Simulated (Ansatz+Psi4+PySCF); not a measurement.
Two shapes of doublet SO₂(+).

Shape 1:

```xyz
3

S     0.0000    0.0000    0.3703
O     0.0000    1.2776   -0.3703
O     0.0000   -1.2776   -0.3703
```

Shape 2:

```xyz
3

S     0.0277    0.0111    0.3730
O     0.0080    1.2608   -0.3468
O    -0.0073   -1.2700   -0.3983
```

Basis set: cc-pVTZ on O; cc-pV(T+d)Z on S (spherical functions). Frozen core: 7 orbitals. Correlation on ROHF uses semicanonical orbitals with singles. Charge 1, multiplicity 2.

Computed with Ansatz (development build ahead of 0.2.0); each method stands on the lowest determinant of its kind that the runs found.

(1) Which shape is lower in energy, and by how much in each method?

Answers

(1)

```
      method  E(2) − E(1) (eV)
         UHF            -0.003
   ROHF-CCSD            -0.085
    UHF-CCSD            -0.689
ROHF-CCSD(T)            -0.020
  ROHF-CCSDT             0.001
```

Shape 2 is lower, bar methods that put the two within 0.005 eV. Caution for UHF, UHF-CCSD: the unrestricted determinant is spin contaminated; the determinant may break the point group. Caution for ROHF-CCSD, UHF-CCSD, ROHF-CCSD(T), ROHF-CCSDT: large amplitudes, a single reference is doubtful. Caution for ROHF-CCSD, ROHF-CCSD(T), ROHF-CCSDT: the determinant breaks the point group. Caution for ROHF-CCSD(T): another reference gives a lower total.
